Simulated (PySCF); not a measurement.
The isolated species cyclobutanone, `O=C1CCC1` is ionised with synchrotron light (hν = 3100.0 eV). Calculated photoelectron kinetic energies of its computed core levels, recoil neglected:

```
line  kinetic energy (eV)
   1              2809.11
   2              2809.01
   3              2806.66
   4              2562.14
```

Method used: PySCF, delta-SCF UKS SCAN, pcX-2 on the ionised atom, pcseg-1 elsewhere, spin-free X2C.

**Question.** Convert to binding energies and name the level and atom behind each line. Numbering: `[O:1]=[C:2]1[CH2:3][CH2:4][CH2:5]1`.

**Answer.** Against the vacuum level, binding energy = hν − kinetic energy.

| line | binding energy (eV) | level | atoms | environment |
| --- | --- | --- | --- | --- |
| 1 | 290.89 | C 1s | C3/C5 | sp3 carbon next to a carbonyl |
| 2 | 290.99 | C 1s | C4 | four-membered-ring carbon |
| 3 | 293.34 | C 1s | C2 | ketone carbonyl carbon |
| 4 | 537.86 | O 1s | O1 | ketone oxygen |

**Question.** Where does line 2 move with hν = 1253.6 eV?

**Answer.** To 1253.6 − 290.99 = 962.61 eV; every photoline shifts by the change in photon energy, -1846.4 eV.

The listed C 1s values span 2.45 eV, from C3/C5 (bonded to 2 C and 2 H) to C2 (bonded to O (double bond) and 2 C). The widest gap between neighbouring values is 2.35 eV, between 290.99 and 293.34 eV. Summing the Pauling electronegativity differences to the bonded atoms, each weighted by its formal bond order, gives -0.70 for the lowest site and +1.78 for the highest; no listed site has a larger sum than the highest.

**Question.** What is the longest wavelength that can ionise O 1s of O1 vertically?

**Answer.** λ = hc/E = 12398.42 eV Å / 537.86 eV = 23.051 Å.

Other core shells, valence and Auger electrons aren't listed. The first atom of each set that the bonding makes equivalent was ionised and stands for the set. Isolated species at its GFN2-xTB geometry, gas phase.
